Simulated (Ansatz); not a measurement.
Process, species as SMILES: [SiH2][SiH3] (SiH2-SiH3) → 5 H atom + 2 Si atom
B3LYP-D3(BJ)/def2-TZVP geometries, fixed; electronic energies without zero-point terms.
Largest species:
```
Si
H 1 1.4822
H 1 1.4822 2 109.07
H 1 1.4858 2 108.50 3 118.04
Si 1 2.3328 2 109.08 4 122.96
H 5 1.4856 1 114.08 2 -57.42
H 5 1.4856 6 109.54 1 129.22
```
Charge 0, spin multiplicity 2.

The atomisation energy at MP2 with Ansatz (a first-principles code), in kcal/mol, split into its Hartree-Fock and correlation parts. Cores are frozen. Open shells are unrestricted. No added dispersion term, no relativity. Functions are those of the species that has most.

```json
[
 {"basis": "cc-pV(D+d)Z", "X": "2", "functions": "71", "Hartree-Fock": "338.14", "MP2": "401.63"},
 {"basis": "cc-pV(T+d)Z", "X": "3", "functions": "148", "Hartree-Fock": "343.45", "MP2": "422.23"},
 {"basis": "cc-pV(Q+d)Z", "X": "4", "functions": "278", "Hartree-Fock": "344.82", "MP2": "429.72"}
]
```

Worked estimate of the basis-set limit from each neighbouring pair, with Hartree-Fock from the larger set and the correlation part extrapolated as X^-3.
Correlation parts: X = 2: 63.49, X = 3: 78.78, X = 4: 84.90.
- (2,3): (27·(78.78) - 8·(63.49))/19 = 85.22; with Hartree-Fock 343.45 the estimate is 428.67 kcal/mol.
- (3,4): (64·(84.90) - 27·(78.78))/37 = 89.37; with Hartree-Fock 344.82 the estimate is 434.19 kcal/mol.
The last two estimates differ by 5.52 kcal/mol; the largest set lies 4.47 from the last. Over the last step Hartree-Fock moves by 1.37 and the correlation part by 6.12.
